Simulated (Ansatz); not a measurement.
`BC[SiH3]` + H₂O → `BO` + `C[SiH3]` at 500 K and 1 bar (formal hydrolysis of a B–C bond).

Program: Ansatz. Geometries: PBE0-D4/def2-TZVP. ΔE: electronic, gas phase. CCSD(T)/CBS adds triple-zeta CCSD(T) − MP2 to the extrapolated MP2 energy (def2 sets, frozen cores). This one scheme is used for every species.

| species | CCSD(T)/CBS energy (Eh) | H − E (kJ/mol) | S (J/(mol·K)) |
| --- | --- | --- | --- |
| `BC[SiH3]` | -356.11784 | 228.6 | 357.7 |
| H₂O | -76.37941 | 73.2 | 206.3 |
| `BO` | -101.80414 | 113.6 | 256.0 |
| `C[SiH3]` | -330.73916 | 189.7 | 296.8 |

H − E and S are ideal-gas, rigid-rotor, harmonic terms from PBE0-D4/def2-TZVP. 1 Eh = 2625.50 kJ/mol, R = 8.31446 J/(mol·K).

Q: By hand: ΔE, ΔH, ΔS and ΔG.

A: ΔE = (-101.80414) + (-330.73916) − (-356.11784) − (-76.37941) = -0.04605 Eh = -120.9 kJ/mol. Δ(H − E) = 113.6 + 189.7 − 228.6 − 73.2 = 1.5, so ΔH = -119.4 kJ/mol. ΔS = 256.0 + 296.8 − 357.7 − 206.3 = -11.2 J/(mol·K). ΔG = -119.4 − 500 × (-11.2)/1000 = -113.8 kJ/mol.

Q: By hand: the equilibrium constant, and the temperature at which ΔG would vanish if ΔH and ΔS stayed fixed.

A: log₁₀ K = −ΔG/(RT ln 10) = 11.9. ΔG = 0 at ΔH/ΔS = 10661 K, far beyond where these terms or the molecules hold.

The number of gas molecules stays the same, so ΔS is small and ΔH decides. A doubt of 5 kJ/mol in ΔE shifts log₁₀ K by 0.5 here. These are equilibria of isolated gas molecules and say nothing of rates. Largest T1 diagnostic: 0.014 (customary marks: 0.02 for closed shells, 0.045 for open ones).
